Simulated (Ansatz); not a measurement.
Stepwise reaction of `[SH][Mg][SH]` with hydrogen fluoride, as a gas-phase model of exchange steps in deposition or etching. ΔE in kJ/mol; ΔG adds harmonic PBE0-D4 terms to CCSD(T)/CBS, at 1 bar.

Program: Ansatz. Geometries: PBE0-D4/def2-TZVP. ΔE: electronic, gas phase. CCSD(T)/CBS is the MP2 limit (def2-TZVPP, def2-QZVPP) plus CCSD(T) − MP2 in def2-TZVPP, frozen cores. This one scheme is used for every species. DFT in def2-TZVPP. B3LYP here is the variant with VWN-RPA as its local correlation; programs differ in this. For Mg outer-core shells are correlated without core-valence functions, which leaves a few kJ/mol of doubt a bond. Each species was taken in one conformer, which may not be the lowest.

```tsv
step	reaction	PBE-D4	B3LYP-D4	ωB97M-V	CCSD(T)/CBS	ΔG(400 K)
1	`[SH][Mg][SH]` + H–F → `[F][Mg][SH]` + H₂S	-42.7	-50.5	-46.9	-42.4	-48.7
```

(1) Give the row of step 2, `[F][Mg][SH]` + H–F → `[F][Mg][F]` + H₂S. (Estimate.)

(2) By hand: ΔE of the 2 steps together at CCSD(T)/CBS.

Results:

(1) Ansatz gave: 
```csv
step,reaction,PBE-D4,B3LYP-D4,ωB97M-V,CCSD(T)/CBS,ΔG(400 K)
2,`[F][Mg][SH]` + H–F → `[F][Mg][F]` + H₂S,-40.7,-48.1,-44.6,-42.6,-41.4
```

(2) (-42.4) + (-42.6) = -85.0 kJ/mol, or -42.5 kJ/mol a step.

In ΔE the steps differ by no more than 0.2 kJ/mol. All are downhill at CCSD(T)/CBS. ΔG lies between -48.7 and -41.4 kJ/mol a step. PBE-D4 differs from CCSD(T)/CBS by -0.3 to 1.9 kJ/mol a step. Isolated molecules leave out the surface, adducts and barriers. Largest T1 diagnostic: 0.012.
